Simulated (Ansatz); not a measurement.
## PH₃, singlet: from triple and quadruple zeta to the limit

```xyz
4

P     0.3489   -0.3293   -0.3357
H     0.6337   -0.0339    1.0326
H    -1.0111   -0.6661   -0.0570
H     0.0285    1.0293   -0.6399
```

Ansatz 0.2.0, RHF determinant, valence electrons correlated. Energies in eV.

| set | X | functions | Hartree–Fock | MP2 correlation | CCSD(T) correlation | time |
| --- | --- | --- | --- | --- | --- | --- |
| def2-TZVPP | 3 | 84 | -9319.4451 | -4.6417 | -5.6037 | 1.4 s on 1 × NVIDIA H100 80GB HBM3 with 1 thread of AMD EPYC 7R13 Processor (Zen 3) (shared host) |
| def2-QZVPP | 4 | 160 | -9319.7219 | -4.9792 | -5.8987 | 1.8 s on 1 × NVIDIA H100 80GB HBM3 with 1 thread of AMD EPYC 7R13 Processor (Zen 3), on a shared host |

Hartree–Fock is taken to follow E(X) = E∞ + A·exp(−7.88·√X), correlation E(X) = E∞ + B·X^−2.97.

Q: Work out the CCSD(T) energy at the limit, and how far the shortcut misses it that extrapolates MP2 and adds CCSD(T) minus MP2 from the smaller set.

A: Hartree–Fock: E∞ = E4 + 0.1377·(E4 − E3) = -9319.7600. Correlation: E∞ = E4 + 0.7407·(E4 − E3) = -6.1172 for CCSD(T) and -5.2291 for MP2. The limit is -9325.8771 eV, 0.257 eV below def2-QZVPP. The shortcut gives a correlation energy of -5.2291 + (-0.9619) = -6.1911, 74 meV lower than the direct value.

Past Ne part of the Hartree–Fock step between the two sets comes from the cores, which don't follow the formula, so the 38 meV that it adds to the total can overshoot; that part largely cancels in differences.
